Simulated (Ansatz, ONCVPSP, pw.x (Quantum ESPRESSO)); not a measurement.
What a changed setting does to a pw.x run (fcc Al)

Potential: optimised norm-conserving Vanderbilt (ONCV), ONCVPSP 4.0.1, PBE; core [Ne], reference 3s2 3p1; waves: 3s: rc 2.30 bohr, ncon 3, nbas 6, qcut 2.4 1/bohr, 2 projectors, debl 0.6 Ha; 3p: rc 2.50 bohr, ncon 4, nbas 7, qcut 3.2 1/bohr, 2 projectors, debl 3.2 Ha; d scattering state at 0.28 Ha: rc 2.60 bohr, ncon 4, nbas 8, qcut 4.3 1/bohr, 2 projectors, debl 0.5 Ha; local part: polynomial inside 1.88 bohr (lpopt 5, dvloc0 -1 Ha); core correction: none.

The reference run (k-mesh 14³, cutoffs 45/180 Ry, Fermi–Dirac 0.01 Ry, mixing_beta 0.4, conv_thr 1e-9, no spin) gives 0.37 GPa at 16.527 Å³/atom, where all-electron LAPW gives -0.17 GPa. This run, with its own iteration cap, changes startingwfc to atomic.

```
&control
  calculation='scf', prefix='x', pseudo_dir='./', outdir='./tmp', tstress=.true., disk_io='none'
/
&system
  ibrav=0, nat=1, ntyp=1, ecutwfc=45, ecutrho=180, nbnd=8,
  occupations='smearing', smearing='fd', degauss=0.01
/
&electrons
  conv_thr=1e-09, mixing_beta=0.4, electron_maxstep=70, startingwfc='atomic'
/
ATOMIC_SPECIES
Al 1.0 Al.UPF
CELL_PARAMETERS angstrom
  0.00000000 2.02172157 2.02172157
  2.02172157 0.00000000 2.02172157
  2.02172157 2.02172157 0.00000000
ATOMIC_POSITIONS crystal
Al 0.0000 0.0000 0.0000
K_POINTS automatic
14 14 14 0 0 0
```

```bash
pw.x < Al.scf.in > Al.scf.out
```

Task: How does the run end?

Result: It converges in 6 iterations; the free energy moves by +0.0 meV/atom and the pressure by +0.00 GPa. The result is that of the reference run.

```
Message from routine setup:
     using ibrav=0 with symmetry is DISCOURAGED, use correct ibrav instead
     lattice parameter (alat)  =       5.4030  a.u.
     unit-cell volume          =     111.5297 (a.u.)^3
     number of electrons       =         3.00
     number of Kohn-Sham states=            8
     kinetic-energy cutoff     =      45.0000  Ry
     charge density cutoff     =     180.0000  Ry
     scf convergence threshold =      1.0E-09
     Exchange-correlation= PBE
     number of k points=   104  Fermi-Dirac smearing, width (Ry)=  0.0100
     iteration #  1     ecut=    45.00 Ry     beta= 0.40
     total energy              =      -4.15615296 Ry
     estimated scf accuracy    <       0.00639539 Ry
     iteration #  2     ecut=    45.00 Ry     beta= 0.40
     total energy              =      -4.15583855 Ry
     estimated scf accuracy    <       0.00214500 Ry
     iteration #  3     ecut=    45.00 Ry     beta= 0.40
     total energy              =      -4.15586726 Ry
     estimated scf accuracy    <       0.00000262 Ry
     iteration #  4     ecut=    45.00 Ry     beta= 0.40
     total energy              =      -4.15586805 Ry
     estimated scf accuracy    <       0.00000024 Ry
     iteration #  5     ecut=    45.00 Ry     beta= 0.40
     total energy              =      -4.15586809 Ry
     estimated scf accuracy    <          4.8E-09 Ry
     iteration #  6     ecut=    45.00 Ry     beta= 0.40
     the Fermi energy is     7.8796 ev
!    total energy              =      -4.15586809 Ry
     estimated scf accuracy    <          3.9E-10 Ry
     smearing contrib. (-TS)   =      -0.00208391 Ry
     The total energy is F=E-TS. E is the sum of the following terms:
     one-electron contribution =       2.83944853 Ry
     hartree contribution      =       0.00523307 Ry
     xc contribution           =      -1.59815713 Ry
     ewald contribution        =      -5.40030865 Ry
     convergence has been achieved in   6 iterations
          total   stress  (Ry/bohr**3)                   (kbar)     P=        3.72
     Message from routine punch:
     Nothing written, as per user request (disk_io='none')
```

The run took about 6 s on one core of a shared host (Intel(R) Xeon(R) Processor @ 2.60GHz, 24 threads, 31 GiB, load 7).
